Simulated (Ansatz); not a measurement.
Total energies of the cluster P₄⁺ (the lowest doublet isomer of a short search) from Ansatz at r2SCAN-D4/def2-TZVP, gas phase (1 Eh = 27.2114 eV = 2625.5 kJ/mol). The reference geometry is relaxed at PBE-D4/def2-TZVP.

Cartesian coordinates in Å:
```
P -0.3993 0.1879 -1.3083
P -0.1826 1.2369 0.5845
P -0.6752 -0.8661 0.8367
P 1.2571 -0.5587 -0.1128
```

```
           state                     geometry  energy (Eh)
charge 1 doublet                    reference  -1365.08727
charge 0 singlet                    reference  -1365.39919
charge 1 quartet  relaxed at PBE-D4/def2-TZVP  -1365.02246
```

Q: Work out the vertical electron affinity, to the singlet.

A: E(charge 1 doublet) − E(charge 0 singlet) = -1365.08727 − (-1365.39919) = 0.31192 Eh = 8.49 eV.

Q: Which of the charge 1 states is lowest, and how far above it are the others?

A: The doublet. quartet: -1365.02246 − (-1365.08727) = 0.06481 Eh = 170.2 kJ/mol. The quartet differs in its bonds from the reference.

The structure comes from a short search, and lower isomers may exist.
